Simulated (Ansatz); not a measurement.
Base system: AlP in the zinc blende structure (space group F-43m, No. 216; a = 5.471 Å).

The values are results of Kohn–Sham DFT with the PBEsol functional, run in Ansatz (a quantum-chemistry and plane-wave program) with PAW and 420 eV plane waves, scalar-relativistic without spin-orbit coupling, not measurements.

Now apply this change: full substitution Al → B; the structure is relaxed again.

Measured lattice parameter a: AlP 5.451 Å (static lattice; corrected from measurement; as listed in Daniel Mejia-Rodriguez, S. B. Trickey, Phys. Rev. B (2018)); BP 4.525 Å (static lattice; corrected from measurement; as listed in Daniel Mejia-Rodriguez, S. B. Trickey, Phys. Rev. B (2018)).

### Question
How well does PBEsol reproduce the measured shift?

### Answer
With PBEsol the lattice parameter a moves by -0.950 Å (5.471 → 4.520) against -0.926 Å measured.

Stability against distortions was not tested.
